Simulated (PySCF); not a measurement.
How the method moves the bond dissociation enthalpies of water

Structure: `O` (H2O). Atom numbers as in the mapped SMILES `[OH2:1]`.

All levels share the PBE0-D3(BJ)/def2-SVP structures and the PBE0-D3(BJ)/def2-SVP thermal terms; only the single-point energies (PySCF) change. Values are bond dissociation enthalpies (298 K, kJ/mol).

| level | O1–H | abs. error |
| --- | --- | --- |
| HF/def2-TZVP | 330 | 167.6 |
| PBE0-D3(BJ)/6-31G | 430 | 67.8 |
| PBE0-D3(BJ)/def2-SV(P) | 437 | 60.7 |
| PBE0-D3(BJ)/6-31G* | 453 | 44.5 |
| BHandHLYP/def2-TZVP | 456 | 41.4 |
| PBE0-D3(BJ)/cc-pVDZ | 459 | 38.2 |
| PBE0-D3(BJ)/6-31+G* | 461 | 36.7 |
| M06-L/def2-TZVP (grid 3) | 462 | 34.8 |
| PBE0-D3(BJ)/pcseg-1 | 463 | 34.3 |
| PBE0-D3(BJ)/def2-SVP | 466 | 31.8 |
| HSE06/def2-TZVP | 469 | 28.0 |
| r2SCAN-D3(BJ)/def2-TZVP (grid 3) | 471 | 25.9 |
| TPSSh-D3(BJ)/def2-TZVP (grid 3) | 472 | 25.8 |
| PBE0-D3(BJ)/def2-TZVP | 472 | 25.6 |
| PBE0-D3(BJ)/ma-def2-TZVP | 473 | 24.2 |
| LC-ωPBE/def2-TZVP | 474 | 23.6 |
| PBE0-D3(BJ)/cc-pVTZ | 474 | 23.2 |
| TPSS-D3(BJ)/def2-TZVP (grid 3) | 474 | 23.1 |
| PBE0-D3(BJ)/6-311+G** | 475 | 22.5 |
| PBE0-D3(BJ)/aug-cc-pVDZ | 475 | 22.4 |
| PBE0-D3(BJ)/aug-pcseg-1 | 475 | 21.9 |
| PBE0-D3(BJ)/def2-TZVPD | 476 | 21.7 |
| ωB97X-D3(BJ)/def2-TZVP | 477 | 20.7 |
| PBE0-D3(BJ)/def2-TZVPP | 477 | 20.6 |
| PBE0-D3(BJ)/ma-def2-SVP | 477 | 20.1 |
| B97-2/def2-TZVP | 477 | 20.1 |
| B3LYP-D3(BJ)/def2-TZVP | 477 | 20.1 |
| PBE0-D3(BJ)/pcseg-2 | 478 | 19.5 |
| BLYP-D3(BJ)/def2-TZVP | 478 | 19.2 |
| PBE0-D3(BJ)/aug-cc-pVTZ | 478 | 19.1 |
| PBE0-D3(BJ)/def2-QZVP | 478 | 19.0 |
| PBE0-D3(BJ)/jun-cc-pV(T+d)Z | 478 | 19.0 |
| PBE0-D3(BJ)/6-311++G(2d,2p) | 479 | 18.7 |
| PBE0-D3(BJ)/def2-QZVPPD | 479 | 18.3 |
| PBE0-D3(BJ)/aug-cc-pVQZ | 479 | 18.2 |
| CAM-B3LYP-D3(BJ)/def2-TZVP | 480 | 17.3 |
| PBE0-D3(BJ)/def2-SVPD | 481 | 16.1 |
| M06/def2-TZVP (grid 3) | 482 | 15.8 |
| ωB97M-D3(BJ)/def2-TZVP (grid 3) | 483 | 14.7 |
| PBE-D3(BJ)/def2-TZVP | 484 | 13.5 |
| M06-2X/def2-TZVP (grid 3) | 485 | 12.5 |
| OPBE/def2-TZVP | 488 | 8.8 |
| BP86-D3(BJ)/def2-TZVP | 495 | 2.8 |
| LDA/def2-TZVP | 558 | 60.6 |
| ATcT 1.112 | 497 |  |

Hartree-Fock leaves out electron correlation, so its bond energies come out too low, often by 100 kJ/mol or more.

The spread: 228 kJ/mol, from 330 to 558.
